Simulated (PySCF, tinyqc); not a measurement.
Worked calculation: CISD on RHF in the sto-6g basis, frozen core, for BH, spin multiplicity 1. The lowest restricted solution is unstable here: a spin-polarised one lies 0.0057 hartree lower (PySCF). Computed by tinyqc, a small Python program that keeps every step (integrals from PySCF). Settings: charge = 0, multiplicity = 1, basis = sto-6g, method = RHF, frozen orbitals = 1, energy threshold = 1e-10, iteration cap = 73, orthogonalisation = canonical, start = atomic densities, DIIS depth = 6, ci = CISD. Command: `OMP_NUM_THREADS=1 python tinyqc.py 26730 26731 out.jsonl` (the two numbers bound the seeds that draw the settings). One thread of a shared host (Intel(R) Xeon(R) Processor @ 2.60GHz), about 0.2 s of CPU time with the checks. The early iterations of the SCF are left out here.

## One-electron integrals

Geometry (angstrom):
```
atom       x       y       z
B     0.0000  0.0000  0.0000
H     0.0000  0.0000  1.7190
```

Basis sto-6g: exponents (1/bohr^2) and contraction coefficients of normalised primitives:
```
element  l (shell)  exponent  coefficient
B            s (1)  506.0111       0.0092
B            s (1)   92.7768       0.0494
B            s (1)   25.9557       0.1685
B            s (1)    8.9164       0.3706
B            s (1)    3.4625       0.4165
B            s (1)    1.4261       0.1303
B            s (2)   23.1946      -0.0133
B            s (2)    4.5908      -0.0470
B            s (2)    1.4268      -0.0338
B            s (2)    0.5489       0.2502
B            s (2)    0.2384       0.5951
B            s (2)    0.1093       0.2407
B            p (3)   23.1946       0.0038
B            p (3)    4.5908       0.0377
B            p (3)    1.4268       0.1739
B            p (3)    0.5489       0.4180
B            p (3)    0.2384       0.4259
B            p (3)    0.1093       0.1017
H            s (1)   35.5232       0.0092
H            s (1)    6.5131       0.0494
H            s (1)    1.8221       0.1685
H            s (1)    0.6260       0.3706
H            s (1)    0.2431       0.4165
H            s (1)    0.1001       0.1303
```

Overlap, kinetic and nuclear-attraction integrals over the contracted functions; the nuclear repulsion is the sum of Za Zb / Rab.

nuclear repulsion = 1.539201 hartree

overlap S, order 1B 1s, 1B 2s, 1B 2px, 1B 2py, 1B 2pz, 2H 1s:
```
[[1.0000, 0.2649, 0.0000, 0.0000, 0.0000, 0.0207],
 [0.2649, 1.0000, 0.0000, 0.0000, 0.0000, 0.2471],
 [0.0000, 0.0000, 1.0000, 0.0000, 0.0000, 0.0000],
 [0.0000, 0.0000, 0.0000, 1.0000, 0.0000, 0.0000],
 [0.0000, 0.0000, 0.0000, 0.0000, 1.0000, 0.2940],
 [0.0207, 0.2471, 0.0000, 0.0000, 0.2940, 1.0000]]
```

kinetic energy T (hartree), order 1B 1s, 1B 2s, 1B 2px, 1B 2py, 1B 2pz, 2H 1s:
```
[[10.9472, -0.3339, 0.0000, 0.0000, 0.0000, -0.0073],
 [-0.3339, 0.3745, 0.0000, 0.0000, 0.0000, 0.0057],
 [0.0000, 0.0000, 1.1250, 0.0000, 0.0000, 0.0000],
 [0.0000, 0.0000, 0.0000, 1.1250, 0.0000, 0.0000],
 [0.0000, 0.0000, 0.0000, 0.0000, 1.1250, 0.0554],
 [-0.0073, 0.0057, 0.0000, 0.0000, 0.0554, 0.7685]]
```

nuclear attraction V (hartree), order 1B 1s, 1B 2s, 1B 2px, 1B 2py, 1B 2pz, 2H 1s:
```
[[-23.6996, -2.8257, 0.0000, 0.0000, -0.0094, -0.2424],
 [-2.8257, -4.0567, 0.0000, 0.0000, -0.0889, -0.7729],
 [0.0000, 0.0000, -4.0385, 0.0000, 0.0000, 0.0000],
 [0.0000, 0.0000, 0.0000, -4.0385, 0.0000, 0.0000],
 [-0.0094, -0.0889, 0.0000, 0.0000, -4.0927, -0.8704],
 [-0.2424, -0.7729, 0.0000, 0.0000, -0.8704, -2.7763]]
```

core Hamiltonian H = T + V (hartree), order 1B 1s, 1B 2s, 1B 2px, 1B 2py, 1B 2pz, 2H 1s:
```
[[-12.7523, -3.1596, 0.0000, 0.0000, -0.0094, -0.2497],
 [-3.1596, -3.6822, 0.0000, 0.0000, -0.0889, -0.7673],
 [0.0000, 0.0000, -2.9134, 0.0000, 0.0000, 0.0000],
 [0.0000, 0.0000, 0.0000, -2.9134, 0.0000, 0.0000],
 [-0.0094, -0.0889, 0.0000, 0.0000, -2.9677, -0.8151],
 [-0.2497, -0.7673, 0.0000, 0.0000, -0.8151, -2.0078]]
```

## Two-electron integrals

Functions are numbered as in S; the eight-fold symmetry (ij|kl) = (ji|kl) = (kl|ij) leaves the list below.

Two-electron integrals (ij|kl) in chemists' order, unique and non-zero (hartree):
```
(11|11) 2.9250   (21|11) 0.4808   (21|21) 0.0995   (22|11) 0.7434
(22|21) 0.1890   (22|22) 0.5449   (31|31) 0.0211   (32|31) 0.0309
(32|32) 0.1204   (33|11) 0.7434   (33|21) 0.1890   (33|22) 0.5449
(33|33) 0.5871   (41|41) 0.0211   (42|41) 0.0309   (42|42) 0.1204
(43|43) 0.0316   (44|11) 0.7434   (44|21) 0.1890   (44|22) 0.5449
(44|33) 0.5238   (44|44) 0.5871   (51|51) 0.0211   (52|51) 0.0309
(52|52) 0.1204   (53|53) 0.0316   (54|54) 0.0316   (55|11) 0.7434
(55|21) 0.1890   (55|22) 0.5449   (55|33) 0.5238   (55|44) 0.5238
(55|55) 0.5871   (61|11) 0.0386   (61|21) 0.0078   (61|22) 0.0147
(61|33) 0.0146   (61|44) 0.0146   (61|51) 0.0006   (61|52) 0.0012
(61|55) 0.0148   (61|61) 0.0006   (62|11) 0.1225   (62|21) 0.0318
(62|22) 0.1049   (62|33) 0.1017   (62|44) 0.1017   (62|51) 0.0037
(62|52) 0.0238   (62|55) 0.1113   (62|61) 0.0027   (62|62) 0.0321
(63|31) 0.0028   (63|32) 0.0140   (63|53) 0.0041   (63|63) 0.0029
(64|41) 0.0028   (64|42) 0.0140   (64|54) 0.0041   (64|64) 0.0029
(65|11) 0.1286   (65|21) 0.0338   (65|22) 0.1167   (65|33) 0.1110
(65|44) 0.1110   (65|51) 0.0060   (65|52) 0.0374   (65|55) 0.1283
(65|61) 0.0029   (65|62) 0.0414   (65|65) 0.0553   (66|11) 0.3073
(66|21) 0.0813   (66|22) 0.3023   (66|33) 0.2874   (66|44) 0.2874
(66|51) 0.0092   (66|52) 0.0824   (66|55) 0.3322   (66|61) 0.0068
(66|62) 0.1301   (66|65) 0.1801   (66|66) 0.7750
```

## Orthogonalisation

S = U s U^T; canonical form X = U s^(-1/2), so that X^T S X = 1. Each column of U has its largest component positive (the first on a tie).

eigenvalues of S: [0.5787, 0.8098, 1.0000, 1.0000, 1.1724, 1.4391]

X, order 1B 1s, 1B 2s, 1B 2px, 1B 2py, 1B 2pz, 2H 1s:
```
[[0.4300, 0.7042, 0.0000, 0.0000, 0.5492, 0.3094],
 [-0.7475, -0.4752, 0.0000, 0.0000, 0.3826, 0.4731],
 [0.0000, 0.0000, 0.8781, 0.4784, 0.0000, 0.0000],
 [0.0000, 0.0000, -0.4784, 0.8781, 0.0000, 0.0000],
 [-0.5678, 0.6014, 0.0000, 0.0000, -0.5490, 0.3408],
 [0.8136, -0.3891, 0.0000, 0.0000, -0.3218, 0.5090]]
```

Within a degenerate level the vectors are fixed only up to a rotation; this is one choice.

## Iteration 8 (converged): orbitals

converged F (hartree), order 1B 1s, 1B 2s, 1B 2px, 1B 2py, 1B 2pz, 2H 1s:
```
[[-7.4709, -2.0856, 0.0000, 0.0000, -0.0161, -0.1683],
 [-2.0856, -0.9729, 0.0000, 0.0000, 0.0094, -0.2751],
 [0.0000, 0.0000, 0.2483, 0.0000, 0.0000, 0.0000],
 [0.0000, 0.0000, 0.0000, 0.2483, 0.0000, 0.0000],
 [-0.0161, 0.0094, 0.0000, 0.0000, -0.0017, -0.2923],
 [-0.1683, -0.2751, 0.0000, 0.0000, -0.2923, -0.1853]]
```

Diagonalise F' = X^T F X, C = X C', fill 3 alpha and 3 beta electrons from the bottom; D = 2 C_occ C_occ^T. Each column has its largest component positive (the first on a tie).

F' = X^T F X (hartree):
```
[[-0.2046, -1.2734, 0.0000, 0.0000, -1.0408, -0.7496],
 [-1.2734, -2.4491, 0.0000, 0.0000, -2.6801, -1.7403],
 [0.0000, 0.0000, 0.2483, 0.0000, 0.0000, 0.0000],
 [0.0000, 0.0000, 0.0000, 0.2483, 0.0000, 0.0000],
 [-1.0408, -2.6801, 0.0000, 0.0000, -3.2624, -2.1336],
 [-0.7496, -1.7403, 0.0000, 0.0000, -2.1336, -1.8792]]
```

orbital energies (hartree): [-7.4727, -0.4734, -0.2401, 0.2483, 0.2483, 0.3909]

coefficients C, order 1B 1s, 1B 2s, 1B 2px, 1B 2py, 1B 2pz, 2H 1s:
```
[[0.9955, -0.2460, 0.1389, 0.0000, 0.0000, -0.0863],
 [0.0169, 0.8465, -0.5485, 0.0000, 0.0000, 0.3703],
 [0.0000, 0.0000, 0.0000, 0.3605, 0.9328, 0.0000],
 [0.0000, 0.0000, 0.0000, 0.9328, -0.3605, 0.0000],
 [0.0028, 0.0986, 0.5767, 0.0000, 0.0000, 0.8714],
 [-0.0025, 0.3816, 0.5868, 0.0000, 0.0000, -0.8283]]
```

D after iteration 8, order 1B 1s, 1B 2s, 1B 2px, 1B 2py, 1B 2pz, 2H 1s:
```
[[2.1415, -0.5352, 0.0000, 0.0000, 0.1172, -0.0299],
 [-0.5352, 2.0355, 0.0000, 0.0000, -0.4656, 0.0023],
 [0.0000, 0.0000, 0.0000, 0.0000, 0.0000, 0.0000],
 [0.0000, 0.0000, 0.0000, 0.0000, 0.0000, 0.0000],
 [0.1172, -0.4656, 0.0000, 0.0000, 0.6846, 0.7520],
 [-0.0299, 0.0023, 0.0000, 0.0000, 0.7520, 0.9799]]
```

Within a degenerate level the vectors are fixed only up to a rotation; this is one choice.

## Convergence

Stop when the energy changes by less than 1e-10 hartree and every element of the error matrix X^T (F D S - S D F) X is below 3e-06.

Course of the cycle:
```
iteration  E (hartree)     change  largest element of the error matrix
1           -24.784856          -                             1.79e-01
2           -24.875761  -9.09e-02                             1.53e-01
3           -24.915350  -3.96e-02                             6.50e-02
4           -24.924215  -8.86e-03                             4.31e-03
5           -24.924239  -2.42e-05                             6.18e-04
6           -24.924239  -5.61e-07                             1.38e-05
7           -24.924239  -3.32e-10                             7.53e-08
8           -24.924239  -7.11e-15                             2.70e-12
```

PySCF RHF in the same basis = -24.924239 hartree

Converged in 8 iterations.

## Integrals over molecular orbitals

(pq|rs) = sum C_ip C_jq C_kr C_ls (ij|kl), one index at a time.

one-electron integrals over orbitals h = C^T H C (hartree):
```
[[-12.7426, 0.3218, -0.1731, 0.0000, 0.0000, 0.1125],
 [0.3218, -2.9402, 0.2677, 0.0000, 0.0000, -0.4110],
 [-0.1731, 0.2677, -2.5944, 0.0000, 0.0000, -0.4054],
 [0.0000, 0.0000, 0.0000, -2.9134, 0.0000, 0.0000],
 [0.0000, 0.0000, 0.0000, 0.0000, -2.9134, 0.0000],
 [0.1125, -0.4110, -0.4054, 0.0000, 0.0000, -2.4734]]
```

Two-electron integrals over orbitals (pq|rs), unique and non-zero (hartree); the lowest 1 orbital is frozen and left out:
```
(22|22) 0.4750    (32|22) 0.0103    (32|32) 0.1193    (33|22) 0.4357
(33|32) -0.0122   (33|33) 0.4762    (42|42) 0.0843    (43|42) -0.0415
(43|43) 0.0377    (44|22) 0.4751    (44|32) -0.0778   (44|33) 0.4346
(44|44) 0.5871    (52|52) 0.0843    (53|52) -0.0415   (53|53) 0.0377
(54|54) 0.0316    (55|22) 0.4751    (55|32) -0.0778   (55|33) 0.4346
(55|44) 0.5238    (55|55) 0.5871    (62|22) 0.0533    (62|32) -0.0233
(62|33) -0.0202   (62|44) 0.0831    (62|55) 0.0831    (62|62) 0.0956
(63|22) 0.0176    (63|32) -0.1101   (63|33) 0.0173    (63|44) 0.0923
(63|55) 0.0923    (63|62) 0.0597    (63|63) 0.1373    (64|42) 0.0286
(64|43) 0.0019    (64|64) 0.0266    (65|52) 0.0286    (65|53) 0.0019
(65|65) 0.0266    (66|22) 0.4820    (66|32) 0.0551    (66|33) 0.4644
(66|44) 0.4426    (66|55) 0.4426    (66|62) 0.0210    (66|63) -0.0287
(66|66) 0.5389
```

## CISD: determinants and Hamiltonian

one-electron integrals dressed by the frozen orbital, h + 2 (pq|11) - (p1|1q) (hartree), order 2, 3, 4, 5, 6:
```
[[-1.7005, 0.0019, 0.0000, 0.0000, -0.1229],
 [0.0019, -1.4684, 0.0000, 0.0000, -0.0758],
 [0.0000, 0.0000, -1.4491, 0.0000, 0.0000],
 [0.0000, 0.0000, 0.0000, -1.4491, 0.0000],
 [-0.1229, -0.0758, 0.0000, 0.0000, -1.2690]]
```

energy of the frozen orbital, 2 h_11 + (11|11) = -22.580936 hartree

Hartree-Fock energy = -24.924239 hartree

Slater-Condon rules over spin orbitals, with the nuclear repulsion and the energy of the frozen orbital added and E(HF) subtracted on the diagonal. Only determinants linked to the reference directly or through others are kept (one block of an abelian symmetry group), so some states are absent.

Occupation strings over the orbitals (2 doubly, a alpha, b beta, 0 empty; spin orbitals ordered 1a 1b 2a 2b ...): 222000 22a00b 2a200b 22b00a 2b200a 220200 2ab200 220020 2ab020 220002 2ab002 2ba200 202200 2ba020 202020 2ba002 202002

H - E(HF) between determinants (hartree), order 222000, 22a00b, 2a200b, 22b00a, 2b200a, 220200, 2ab200, 220020, 2ab020, 220002, 2ab002, 2ba200, 202200, 2ba020, 202020, 2ba002, 202002:
```
[[0.0000, 0.0000, 0.0000, 0.0000, 0.0000, 0.0377, 0.0415, 0.0377, 0.0415, 0.1373, -0.0597, -0.0415, 0.0843, -0.0415, 0.0843, 0.0597, 0.0956],
 [0.0000, 0.3039, 0.0046, -0.1373, -0.0597, 0.0019, 0.0000, 0.0019, 0.0000, -0.0460, -0.1101, 0.0286, 0.0000, 0.0286, 0.0000, 0.0412, 0.0233],
 [0.0000, 0.0046, 0.4780, -0.0597, -0.0956, 0.0000, -0.0019, 0.0000, -0.0019, 0.1101, 0.0463, 0.0000, 0.0286, 0.0000, 0.0286, 0.0233, -0.0323],
 [0.0000, -0.1373, -0.0597, 0.3039, 0.0046, -0.0019, 0.0286, -0.0019, 0.0286, 0.0460, 0.0412, 0.0000, 0.0000, 0.0000, 0.0000, -0.1101, -0.0233],
 [0.0000, -0.0597, -0.0956, 0.0046, 0.4780, 0.0000, 0.0000, 0.0000, 0.0000, -0.1101, 0.0233, -0.0019, -0.0286, -0.0019, -0.0286, 0.0463, 0.0323],
 [0.0377, 0.0019, 0.0000, -0.0019, 0.0000, 0.3770, -0.1020, 0.0316, 0.0000, 0.0266, 0.0000, 0.1020, 0.1193, 0.0000, 0.0000, 0.0000, 0.0000],
 [0.0415, 0.0000, -0.0019, 0.0286, 0.0000, -0.1020, 0.5355, 0.0000, 0.0316, 0.0000, 0.0266, -0.1193, -0.1244, 0.0000, 0.0000, 0.0000, 0.0000],
 [0.0377, 0.0019, 0.0000, -0.0019, 0.0000, 0.0316, 0.0000, 0.3770, -0.1020, 0.0266, 0.0000, 0.0000, 0.0000, 0.1020, 0.1193, 0.0000, 0.0000],
 [0.0415, 0.0000, -0.0019, 0.0286, 0.0000, 0.0000, 0.0316, -0.1020, 0.5355, 0.0000, 0.0266, 0.0000, 0.0000, -0.1193, -0.1244, 0.0000, 0.0000],
 [0.1373, -0.0460, 0.1101, 0.0460, -0.1101, 0.0266, 0.0000, 0.0266, 0.0000, 0.6941, 0.0627, 0.0000, 0.0000, 0.0000, 0.0000, -0.0627, 0.1193],
 [-0.0597, -0.1101, 0.0463, 0.0412, 0.0233, 0.0000, 0.0266, 0.0000, 0.0266, 0.0627, 0.8101, 0.0000, 0.0000, 0.0000, 0.0000, -0.1193, 0.0402],
 [-0.0415, 0.0286, 0.0000, 0.0000, -0.0019, 0.1020, -0.1193, 0.0000, 0.0000, 0.0000, 0.0000, 0.5355, 0.1244, 0.0316, 0.0000, 0.0266, 0.0000],
 [0.0843, 0.0000, 0.0286, 0.0000, -0.0286, 0.1193, -0.1244, 0.0000, 0.0000, 0.0000, 0.0000, 0.1244, 0.7738, 0.0000, 0.0316, 0.0000, 0.0266],
 [-0.0415, 0.0286, 0.0000, 0.0000, -0.0019, 0.0000, 0.0000, 0.1020, -0.1193, 0.0000, 0.0000, 0.0316, 0.0000, 0.5355, 0.1244, 0.0266, 0.0000],
 [0.0843, 0.0000, 0.0286, 0.0000, -0.0286, 0.0000, 0.0000, 0.1193, -0.1244, 0.0000, 0.0000, 0.0000, 0.0316, 0.1244, 0.7738, 0.0000, 0.0266],
 [0.0597, 0.0412, 0.0233, -0.1101, 0.0463, 0.0000, 0.0000, 0.0000, 0.0000, -0.0627, -0.1193, 0.0266, 0.0000, 0.0266, 0.0000, 0.8101, -0.0402],
 [0.0956, 0.0233, -0.0323, -0.0233, 0.0323, 0.0000, 0.0000, 0.0000, 0.0000, 0.1193, 0.0402, 0.0000, 0.0266, 0.0000, 0.0266, -0.0402, 1.0059]]
```

## CISD: roots

Diagonalise (each vector has its largest component positive (the first on a tie)); all determinants have Ms = 0, so triplets appear too. The lowest singlet root is the correlation energy.

lowest roots of this matrix, relative to E(HF) (hartree): [-0.0790, 0.1424, 0.2793, 0.3187, 0.3511, 0.3700, 0.3846, 0.4548]

lowest vectors, order 222000, 22a00b, 2a200b, 22b00a, 2b200a, 220200, 2ab200, 220020, 2ab020, 220002, 2ab002, 2ba200, 202200, 2ba020, 202020, 2ba002, 202002:
```
[[0.9463, 0.0000, 0.0000, 0.0178],
 [-0.0041, 0.6831, 0.0000, 0.4251],
 [0.0329, 0.1337, 0.0000, -0.3055],
 [0.0041, 0.6831, 0.0000, -0.4251],
 [-0.0329, 0.1337, 0.0000, 0.3055],
 [-0.0719, 0.0000, 0.6616, -0.3655],
 [-0.0803, -0.0698, 0.1670, -0.0421],
 [-0.0719, 0.0000, -0.6616, -0.3655],
 [-0.0803, -0.0698, -0.1670, -0.0421],
 [-0.1750, 0.0000, 0.0000, 0.3406],
 [0.0722, 0.0756, 0.0000, 0.0964],
 [0.0803, -0.0698, -0.1670, 0.0421],
 [-0.1033, 0.0000, -0.0808, 0.1085],
 [0.0803, -0.0698, 0.1670, 0.0421],
 [-0.1033, 0.0000, 0.0808, 0.1085],
 [-0.0722, 0.0756, 0.0000, -0.0964],
 [-0.0623, 0.0000, 0.0000, -0.1389]]
```

<S^2> of these roots: [0.0000, 2.0000, 0.0000, 0.0000, 0.0000, 2.0000, 2.0000, 2.0000]

weight of the ground state by excitation level 0, 1, 2, ...: [0.8954, 0.0022, 0.1024]

The reference has a weight of only 0.90: one determinant is a poor start here.
